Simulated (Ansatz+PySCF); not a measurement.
Results of a calculation; reference values are marked as such.
# Several solutions for doublet LiH(-)

```yaml
atoms:
  - { symbol: Li, position_ang: [0.0000, 0.0000, -0.3995] }
  - { symbol: H, position_ang: [0.0000, 0.0000, 1.1984] }
```

Basis set: aug-cc-pVDZ (spherical functions). Charge -1, multiplicity 2.

ωB97X (restricted open-shell) was run from several starts with Ansatz (development build ahead of 0.2.0) and PySCF 2.14.0.

```csv
run,program,start,converged,energy (hartree),<S²>
A,Ansatz,search for the lowest state,yes,-8.08148,0.75
B,PySCF,program defaults,no,–,–
C,Ansatz,stability test followed,yes,-8.08148,0.75
D,Ansatz,"atomic start, no search",yes,-8.08148,0.75
E,PySCF,"guess minao, instabilities followed",yes,-8.08147,0.75
```

Which runs reached the lowest solution of this kind, and what is wrong with the others?

A, C, D, E reached the lowest solution found. Not converged: B.
